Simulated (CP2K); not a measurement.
# H2O (water): a chain of runs

We compute energy and gradient (revPBE/def2-SVP), then energy and forces (revPBE/def2-SVPD), then energy and gradient (revPBE/def2-TZVP), then energy and forces (revPBE/def2-TZVPD), then energy and gradient (revPBE/def2-QZVP) of H2O (water). 

The results are computed with CP2K 2026.2.

## Step 1: The molecule

The species is H2O (3 atoms), meant as a singlet with charge 0. As SMILES, `O`. Geometry: relaxed at PBE0-D4/def2-TZVP.

Bond lengths: O1–H2 0.960 Å, O1–H3 0.960 Å. Angles: H2–O1–H3 105.1°.

## Step 2: Energy and forces at revPBE/def2-SVP (run 1)

File job.inp:

```
&GLOBAL
   PROJECT_NAME job
   RUN_TYPE ENERGY_FORCE
   PRINT_LEVEL MEDIUM
&END GLOBAL

&FORCE_EVAL
   METHOD Quickstep
   &DFT
      BASIS_SET_FILE_NAME ./def2_svp.basis
      POTENTIAL_FILE_NAME POTENTIAL
      &QS
         METHOD GAPW
         EPS_DEFAULT 1.0E-10
      &END QS
      &MGRID
         CUTOFF 280
         REL_CUTOFF 50
         NGRIDS 4
      &END MGRID
      &POISSON
         PERIODIC NONE
         POISSON_SOLVER MULTIPOLE
      &END POISSON
      &SCF
         SCF_GUESS ATOMIC
         EPS_SCF 1.0E-06
         MAX_SCF 150
         ADDED_MOS 3
         &DIAGONALIZATION
            ALGORITHM STANDARD
         &END DIAGONALIZATION
         &MIXING
            METHOD DIRECT_P_MIXING
            ALPHA 0.4
         &END MIXING
      &END SCF
      &XC
         &XC_FUNCTIONAL
            &GGA_X_PBE_R
            &END GGA_X_PBE_R
            &GGA_C_PBE
            &END GGA_C_PBE
         &END XC_FUNCTIONAL
      &END XC
      &PRINT
         &MOMENTS
            PERIODIC F
            REFERENCE COM
            MAX_MOMENT 1
         &END MOMENTS
         &MO ON
            ENERGIES T
            OCCUPATION_NUMBERS T
            NDIGITS 6
            &EACH
               QS_SCF 0
            &END EACH
            ADD_LAST NUMERIC
         &END MO
         &HIRSHFELD OFF
         &END HIRSHFELD
      &END PRINT
   &END DFT
   &SUBSYS
      &CELL
         ABC 9 9.5 8.7
         PERIODIC NONE
      &END CELL
      &COORD
         O      4.115400     5.050300     4.139100
         H      4.884600     5.398500     4.595000
         H      4.254300     4.101500     4.105000
      &END COORD
      &KIND O
         BASIS_SET def2-SVP
         POTENTIAL ALL
      &END KIND
      &KIND H
         BASIS_SET def2-SVP
         POTENTIAL ALL
      &END KIND
   &END SUBSYS
   &PRINT
      &FORCES ON
      &END FORCES
   &END PRINT
&END FORCE_EVAL
```

Started as:

```
OMP_NUM_THREADS=2 cp2k.psmp -i job.inp > job.out 2>&1
```

The log of the run (excerpt; [...] marks lines left out):

```text
CP2K| version string:                                       CP2K version 2026.2
[...]
 GLOBAL| Method name                                                        CP2K
[...]
 GLOBAL| Run type                                                   ENERGY_FORCE
[...]
 DFT| Spin restricted Kohn-Sham (RKS) calculation                            RKS
 DFT| Multiplicity                                                             1
[...]
 DFT| Charge                                                                   0
[...]
 FUNCTIONAL| GGA_X_PBE_R:
[...]
 FUNCTIONAL| GGA_C_PBE:
[...]
 QS| Method:                                                                GAPW
[...]
 QS| Density cutoff [a.u.]:                                                140.0
[...]
 QS| Relative density cutoff [a.u.]:                                        25.0
[...]
                             - Atoms:                                          3
[...]
                             - Spherical basis functions:                     24
[...]
 Number of electrons:                                                         10
[...]
     1 P_Mix/Diag. 0.40E+00    0.4     0.43252134       -76.3474349184 -7.63E+01
[...]
    11 DIIS/Diag.  0.39E-05    0.4     0.00000096       -76.3327272581 -2.37E-12
  *** SCF run converged in    11 steps ***
[...]
  Overlap energy of the core charge distribution:               0.00000010778700
  Self energy of the core charge distribution:                -75.73106814560732
  Core Hamiltonian energy:                                     -5.28874750349596
  Hartree energy:                                              21.84380233235058
  Exchange-correlation energy:                                 -4.34306251278097
[...]
                     Mulliken Population Analysis
 #  Atom  Element  Kind  Atomic population                           Net charge
       1     O        1          8.268354                             -0.268354
       2     H        2          0.865780                              0.134220
       3     H        2          0.865866                              0.134134
 # Total charge                             10.000000                 -0.000000
[...]
  Dipole moment [Debye]
    X=  0.1483103E+01 Y= -0.9808559E+00 Z=  0.6890032E+00  Total=      1.9069341
  Decoupling Energy:                                               0.0002195560
 ENERGY| Total FORCE_EVAL ( QS ) energy [hartree]            -76.332727258085356
 FORCES| Atomic forces [hartree/bohr]
 FORCES|   Atom     x               y               z               |f|
 FORCES|      1 -1.81006767E-02  1.19405585E-02 -8.29314790E-03   2.32161094E-02
 FORCES|      2  1.24796822E-02  1.41056462E-03  6.92675508E-03   1.43426670E-02
 FORCES|      3  5.36955518E-03 -1.32566580E-02  1.37649398E-03   1.43689192E-02
 FORCES| Sum    -2.51439235E-04  9.44652097E-05  1.01011595E-05
 FORCES| Total atomic force                                       2.68788762E-04
[...]
```

Run time: 6.9 s. Hardware: 2 threads of AMD EPYC 7B13 (Zen 3), shared host; peak memory 0.52 GiB.

## Step 3: Energy and gradient at revPBE/def2-SVPD (run 2)

File mol.inp:

```
&FORCE_EVAL
   METHOD Quickstep
   &DFT
      BASIS_SET_FILE_NAME ./def2_svpd.basis
      POTENTIAL_FILE_NAME POTENTIAL
      # Quickstep
      &QS
         METHOD GAPW
         EPS_DEFAULT 1.0E-10
      &END QS
      # real-space grids
      &MGRID
         CUTOFF 280
         REL_CUTOFF 50
         NGRIDS 4
      &END MGRID
      # no periodic images
      &POISSON
         PERIODIC NONE
         POISSON_SOLVER MULTIPOLE
      &END POISSON
      &SCF
         SCF_GUESS ATOMIC
         EPS_SCF 1.0E-06
         MAX_SCF 150
         ADDED_MOS 3
         &DIAGONALIZATION
            ALGORITHM STANDARD
         &END DIAGONALIZATION
         &MIXING
            METHOD DIRECT_P_MIXING
            ALPHA 0.4
         &END MIXING
      &END SCF
      # exchange and correlation
      &XC
         &XC_FUNCTIONAL
            &GGA_X_PBE_R
            &END GGA_X_PBE_R
            &GGA_C_PBE
            &END GGA_C_PBE
         &END XC_FUNCTIONAL
      &END XC
      &PRINT
         &MOMENTS
            PERIODIC F
            REFERENCE COM
            MAX_MOMENT 1
         &END MOMENTS
         &MO ON
            ENERGIES T
            OCCUPATION_NUMBERS T
            NDIGITS 6
            &EACH
               QS_SCF 0
            &END EACH
            ADD_LAST NUMERIC
         &END MO
         &HIRSHFELD OFF
         &END HIRSHFELD
      &END PRINT
   &END DFT
   # atoms, cell and kinds
   &SUBSYS
      # box in angstrom
      &CELL
         ABC 9 9.5 8.7
         PERIODIC NONE
      &END CELL
      &COORD
         O      4.115400     5.050300     4.139100
         H      4.884600     5.398500     4.595000
         H      4.254300     4.101500     4.105000
      &END COORD
      &KIND O
         BASIS_SET def2-SVPD
         POTENTIAL ALL
      &END KIND
      &KIND H
         BASIS_SET def2-SVPD
         POTENTIAL ALL
      &END KIND
   &END SUBSYS
   # extra output
   &PRINT
      &FORCES ON
      &END FORCES
   &END PRINT
&END FORCE_EVAL
&GLOBAL
   PROJECT mol
   RUN_TYPE ENERGY_FORCE
   PRINT_LEVEL MEDIUM
&END GLOBAL
```

Started as:

```
OMP_NUM_THREADS=2 cp2k.psmp -i mol.inp > mol.out 2>&1
```

The log of the run (excerpt; [...] marks lines left out):

```text
CP2K| version string:                                       CP2K version 2026.2
[...]
 GLOBAL| Method name                                                        CP2K
[...]
 GLOBAL| Run type                                                   ENERGY_FORCE
[...]
 DFT| Spin restricted Kohn-Sham (RKS) calculation                            RKS
 DFT| Multiplicity                                                             1
[...]
 DFT| Charge                                                                   0
[...]
 FUNCTIONAL| GGA_X_PBE_R:
[...]
 FUNCTIONAL| GGA_C_PBE:
[...]
 QS| Method:                                                                GAPW
[...]
 QS| Density cutoff [a.u.]:                                                140.0
[...]
 QS| Relative density cutoff [a.u.]:                                        25.0
[...]
                             - Atoms:                                          3
[...]
                             - Spherical basis functions:                     39
[...]
 Number of electrons:                                                         10
[...]
     1 P_Mix/Diag. 0.40E+00    0.4     0.45673085       -76.3460170869 -7.63E+01
[...]
    11 DIIS/Diag.  0.40E-05    0.5     0.00000098       -76.3557841044 -6.17E-11
  *** SCF run converged in    11 steps ***
[...]
  Overlap energy of the core charge distribution:               0.00000010778700
  Self energy of the core charge distribution:                -75.73106814560732
  Core Hamiltonian energy:                                     -5.37515234881011
  Hartree energy:                                              21.85685117110427
  Exchange-correlation energy:                                 -4.29600536484692
[...]
  Dipole moment [Debye]
    X=  0.1411311E+01 Y= -0.9334274E+00 Z=  0.6560684E+00  Total=      1.8148037
  Decoupling Energy:                                               0.0001812082
 ENERGY| Total FORCE_EVAL ( QS ) energy [hartree]            -76.355784104359799
 FORCES| Atomic forces [hartree/bohr]
 FORCES|   Atom     x               y               z               |f|
 FORCES|      1 -1.26909848E-02  8.37836944E-03 -5.78019566E-03   1.62686457E-02
 FORCES|      2  1.02328908E-02  4.10822209E-03  6.02873032E-03   1.25672245E-02
 FORCES|      3  2.22103315E-03 -1.23873659E-02 -2.29132518E-04   1.25869903E-02
 FORCES| Sum    -2.37060856E-04  9.92256007E-05  1.94021390E-05
 FORCES| Total atomic force                                       2.57720803E-04
[...]
```

It took 7.5 s on 2 threads of AMD EPYC 7B13 (Zen 3), shared host; peak memory 0.52 GiB.

Run 3 isn't shown in full; the table further down has it.

## Step 4: Energy and gradient at revPBE/def2-TZVPD (run 4)

File gas.inp:

```
&GLOBAL
    PROJECT_NAME gas
    RUN_TYPE ENERGY_FORCE
    PRINT_LEVEL MEDIUM
&END GLOBAL

&FORCE_EVAL
    METHOD QUICKSTEP
    &DFT
        BASIS_SET_FILE_NAME ./def2_tzvpd.basis
        POTENTIAL_FILE_NAME POTENTIAL
        CHARGE 0
        MULTIPLICITY 1
        &QS
            METHOD GAPW
            EPS_DEFAULT 1.0E-10
        &END QS
        &MGRID
            CUTOFF 280
            REL_CUTOFF 50
            NGRIDS 4
        &END MGRID
        &POISSON
            PERIODIC NONE
            POISSON_SOLVER MULTIPOLE
        &END POISSON
        &SCF
            SCF_GUESS ATOMIC
            EPS_SCF 1.0E-06
            MAX_SCF 150
            ADDED_MOS 3
            &DIAGONALIZATION
                ALGORITHM STANDARD
            &END DIAGONALIZATION
            &MIXING
                METHOD DIRECT_P_MIXING
                ALPHA 0.4
            &END MIXING
        &END SCF
        &XC
            &XC_FUNCTIONAL
                &GGA_X_PBE_R
                &END GGA_X_PBE_R
                &GGA_C_PBE
                &END GGA_C_PBE
            &END XC_FUNCTIONAL
        &END XC
        &PRINT
            &MOMENTS
                PERIODIC F
                REFERENCE COM
                MAX_MOMENT 1
            &END MOMENTS
            &MO ON
                ENERGIES T
                OCCUPATION_NUMBERS T
                NDIGITS 6
                &EACH
                    QS_SCF 0
                &END EACH
                ADD_LAST NUMERIC
            &END MO
            &HIRSHFELD OFF
            &END HIRSHFELD
        &END PRINT
    &END DFT
    &SUBSYS
        &CELL
            ABC [angstrom] 9 9.5 8.7
            PERIODIC NONE
        &END CELL
        &COORD
            O      4.115400     5.050300     4.139100
            H      4.884600     5.398500     4.595000
            H      4.254300     4.101500     4.105000
        &END COORD
        &KIND O
            BASIS_SET def2-TZVPD
            POTENTIAL ALL
        &END KIND
        &KIND H
            BASIS_SET def2-TZVPD
            POTENTIAL ALL
        &END KIND
    &END SUBSYS
    &PRINT
        &FORCES ON
        &END FORCES
    &END PRINT
&END FORCE_EVAL
```

Started as:

```
OMP_NUM_THREADS=2 cp2k.psmp -i gas.inp > gas.out 2>&1
```

The log of the run (excerpt; [...] marks lines left out):

```text
CP2K| version string:                                       CP2K version 2026.2
[...]
 GLOBAL| Method name                                                        CP2K
[...]
 GLOBAL| Run type                                                   ENERGY_FORCE
[...]
 DFT| Spin restricted Kohn-Sham (RKS) calculation                            RKS
 DFT| Multiplicity                                                             1
[...]
 DFT| Charge                                                                   0
[...]
 FUNCTIONAL| GGA_X_PBE_R:
[...]
 FUNCTIONAL| GGA_C_PBE:
[...]
 QS| Method:                                                                GAPW
[...]
 QS| Density cutoff [a.u.]:                                                140.0
[...]
 QS| Relative density cutoff [a.u.]:                                        25.0
[...]
                             - Atoms:                                          3
[...]
                             - Spherical basis functions:                     58
[...]
 Number of electrons:                                                         10
[...]
     1 P_Mix/Diag. 0.40E+00    0.4     0.25420929       -76.4152690469 -7.64E+01
[...]
    10 DIIS/Diag.  0.64E-05    0.5     0.00000076       -76.4408721679 -4.68E-10
  *** SCF run converged in    10 steps ***
[...]
  Overlap energy of the core charge distribution:               0.00000010778700
  Self energy of the core charge distribution:                -75.73106814560732
  Core Hamiltonian energy:                                     -5.35674385410394
  Hartree energy:                                              19.02194540597776
  Exchange-correlation energy:                                 -3.69408939297585
[...]
  Dipole moment [Debye]
    X=  0.1384406E+01 Y= -0.9156848E+00 Z=  0.6437106E+00  Total=      1.7802872
  Decoupling Energy:                                               0.0001770739
 ENERGY| Total FORCE_EVAL ( QS ) energy [hartree]            -76.440872167908381
 FORCES| Atomic forces [hartree/bohr]
 FORCES|   Atom     x               y               z               |f|
 FORCES|      1 -1.29482957E-02  8.61423164E-03 -6.05874815E-03   1.66904696E-02
 FORCES|      2  1.03402305E-02  3.66560854E-03  6.03045687E-03   1.25189242E-02
 FORCES|      3  2.59972307E-03 -1.22671966E-02 -1.43356619E-05   1.25396522E-02
 FORCES| Sum    -8.34214428E-06  1.26436274E-05 -4.26269443E-05
 FORCES| Total atomic force                                       4.52383583E-05
[...]
```

Run time: 6.3 s. Hardware: 2 threads of AMD EPYC 7B13 (Zen 3), shared host; peak memory 0.52 GiB.

## Step 5: Energy and gradient at revPBE/def2-QZVP (run 5)

File calc.inp:

```
&GLOBAL
   PROJECT_NAME calc
   RUN_TYPE ENERGY_FORCE
   PRINT_LEVEL MEDIUM
&END GLOBAL

&FORCE_EVAL
   METHOD Quickstep
   &DFT
      BASIS_SET_FILE_NAME ./def2_qzvp.basis
      POTENTIAL_FILE_NAME POTENTIAL
      CHARGE 0
      MULTIPLICITY 1
      &QS
         METHOD GAPW
         EPS_DEFAULT 1.0E-10
      &END QS
      ! real-space grids
      &MGRID
         CUTOFF 280
         REL_CUTOFF 50
         NGRIDS 4
      &END MGRID
      &POISSON
         PERIODIC NONE
         POISSON_SOLVER MULTIPOLE
      &END POISSON
      ! SCF settings
      &SCF
         SCF_GUESS ATOMIC
         EPS_SCF 1.0E-06
         MAX_SCF 150
         ADDED_MOS 3
         &DIAGONALIZATION
            ALGORITHM STANDARD
         &END DIAGONALIZATION
         &MIXING
            METHOD DIRECT_P_MIXING
            ALPHA 0.4
         &END MIXING
      &END SCF
      &XC
         &XC_FUNCTIONAL
            &GGA_X_PBE_R
            &END GGA_X_PBE_R
            &GGA_C_PBE
            &END GGA_C_PBE
         &END XC_FUNCTIONAL
      &END XC
      ! extra output
      &PRINT
         &MOMENTS
            PERIODIC F
            REFERENCE COM
            MAX_MOMENT 1
         &END MOMENTS
         &MO ON
            ENERGIES T
            OCCUPATION_NUMBERS T
            NDIGITS 6
            &EACH
               QS_SCF 0
            &END EACH
            ADD_LAST NUMERIC
         &END MO
         &HIRSHFELD OFF
         &END HIRSHFELD
      &END PRINT
   &END DFT
   ! atoms, cell and kinds
   &SUBSYS
      &CELL
         ABC [angstrom] 9 9.5 8.7
         PERIODIC NONE
      &END CELL
      &COORD
         O      4.115400     5.050300     4.139100
         H      4.884600     5.398500     4.595000
         H      4.254300     4.101500     4.105000
      &END COORD
      &KIND O
         BASIS_SET def2-QZVP
         POTENTIAL ALL
      &END KIND
      &KIND H
         BASIS_SET def2-QZVP
         POTENTIAL ALL
      &END KIND
   &END SUBSYS
   ! extra output
   &PRINT
      &FORCES ON
      &END FORCES
   &END PRINT
&END FORCE_EVAL
```

Started as:

```
OMP_NUM_THREADS=2 cp2k.psmp -i calc.inp > calc.out 2>&1
```

The log of the run (excerpt; [...] marks lines left out):

```text
CP2K| version string:                                       CP2K version 2026.2
[...]
 GLOBAL| Method name                                                        CP2K
[...]
 GLOBAL| Run type                                                   ENERGY_FORCE
[...]
 DFT| Spin restricted Kohn-Sham (RKS) calculation                            RKS
 DFT| Multiplicity                                                             1
[...]
 DFT| Charge                                                                   0
[...]
 FUNCTIONAL| GGA_X_PBE_R:
[...]
 FUNCTIONAL| GGA_C_PBE:
[...]
 QS| Method:                                                                GAPW
[...]
 QS| Density cutoff [a.u.]:                                                140.0
[...]
 QS| Relative density cutoff [a.u.]:                                        25.0
[...]
                             - Atoms:                                          3
[...]
                             - Spherical basis functions:                    117
[...]
 Number of electrons:                                                         10
[...]
     1 P_Mix/Diag. 0.40E+00    0.5     0.14221384       -76.4163649176 -7.64E+01
[...]
    19 DIIS/Diag.  0.11E-05    0.5     0.00000018       -76.4464979982 -1.62E-11
  *** SCF run converged in    19 steps ***
[...]
  Overlap energy of the core charge distribution:               0.00000010778700
  Self energy of the core charge distribution:                -75.73106814560732
  Core Hamiltonian energy:                                     -5.34382198292067
  Hartree energy:                                              20.24386880702955
  Exchange-correlation energy:                                 -3.90573064081569
[...]
  Dipole moment [Debye]
    X=  0.1433071E+01 Y= -0.9479194E+00 Z=  0.6661824E+00  Total=      1.8428352
  Decoupling Energy:                                               0.0001876080
 ENERGY| Total FORCE_EVAL ( QS ) energy [hartree]            -76.446497998161888
 FORCES| Atomic forces [hartree/bohr]
 FORCES|   Atom     x               y               z               |f|
 FORCES|      1 -9.87114872E-03  6.58098291E-03 -4.62382946E-03   1.27329773E-02
 FORCES|      2  7.59006868E-03  2.20136731E-03  4.37234060E-03   9.03175082E-03
 FORCES|      3  2.26779277E-03 -8.76371141E-03  2.10619973E-04   9.05482647E-03
 FORCES| Sum    -1.32872685E-05  1.86388058E-05 -4.08688798E-05
 FORCES| Total atomic force                                       4.68425226E-05
[...]
```

It took 11 s on 2 threads of AMD EPYC 7B13 (Zen 3), shared host; peak memory 0.55 GiB.

## Step 6: All runs side by side

```tsv
run	level	energy (Eh)	dipole moment (D)	HOMO energy (eV)	LUMO energy (eV)	wall time
1	revPBE/def2-SVP	-76.332727	1.91	-6.19	0.80	6.9 s
2	revPBE/def2-SVPD	-76.355784	1.81	-7.24	-0.48	7.5 s
3	revPBE/def2-TZVP	-76.436522	2.00	-6.91	0.00	6.6 s
4	revPBE/def2-TZVPD	-76.440872	1.78	-7.18	-0.64	6.3 s
5	revPBE/def2-QZVP	-76.446498	1.84	-7.09	-0.32	11 s
```

Convergence of the total energy of singlet H2O with the basis set, against the last point:

```tsv
basis set	from the last (mEh)	wall time
def2-SVP	+113.771	6.9 s
def2-SVPD	+90.714	7.5 s
def2-TZVP	+9.976	6.6 s
def2-TZVPD	+5.626	6.3 s
def2-QZVP	+0.000	11 s
```

Convergence of the dipole moment of singlet H2O with the basis set, against the last point:

```tsv
basis set	from the last (D)	wall time
def2-SVP	+0.0641	6.9 s
def2-SVPD	-0.0280	7.5 s
def2-TZVP	+0.1552	6.6 s
def2-TZVPD	-0.0625	6.3 s
def2-QZVP	+0.0000	11 s
```

## Step 7: Summary of results

```
                                         quantity         value
            run 5, revPBE/def2-QZVP: total energy  -76.44650 Eh
           run 5, revPBE/def2-QZVP: dipole moment        1.84 D
             run 5, revPBE/def2-QZVP: HOMO energy      -7.09 eV
             run 5, revPBE/def2-QZVP: LUMO energy      -0.32 eV
           run 5, revPBE/def2-QZVP: HOMO–LUMO gap       6.78 eV
run 5, revPBE/def2-QZVP: largest force on an atom    0.655 eV/Å
```

**Reading.** For the total energy of singlet H2O to stay within 10 mEh of the last point, def2-TZVP is the first point of the series from which all later ones do (6.6 s against 11 s). For the dipole moment of singlet H2O to stay within 0.1 D of the last point, def2-TZVPD is the first point of the series from which all later ones do (6.3 s against 11 s). The dipole moment (its size) runs from 1.78 D (revPBE/def2-TZVPD) to 2.00 D (revPBE/def2-TZVP). The HOMO–LUMO gap runs from 6.53 eV (revPBE/def2-TZVPD) to 6.99 eV (revPBE/def2-SVP). All runs together took 38 s, the longest 11 s.
